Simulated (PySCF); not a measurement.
**NaO₂: from structure and modes to constants**

Computed with PySCF, UB3LYP, basis Na def2-TZVP, O def2-TZVP (no relativity, density fitting).

The quartet minimum has C2v symmetry. Masses (u): Na 22.98977, O 15.99492.

```xyz
3
charge 0 multiplicity 4, angstrom
Na    0.0000    0.0000   -1.0730
O     1.1484    0.0000    0.7718
O    -1.1484    0.0000    0.7718
```

Harmonic wavenumbers (cm⁻¹): 245.4 (a1, ×1), 321.9 (b2, ×1), 417.4 (a1, ×1).

What is the harmonic zero-point energy?

Half the sum of all 3 wavenumbers, 985/2 = 492 cm⁻¹, which is 5.9 kJ/mol (1 cm⁻¹ = 0.0119627 kJ/mol).

Give the standard entropy (298.15 K, 1 bar) by its translational, rotational, vibrational and spin parts, and Cp.

Sackur–Tetrode with M = 54.98 u gives 158.8; rotation with symmetry number 2 gives 92.8; vibration 16.6; spin R ln 4 = 11.5. The total is 279.7 J/(mol K), and Cp = 4 R + 20.2 = 53.5 J/(mol K).

This need not be the most stable arrangement of these atoms.
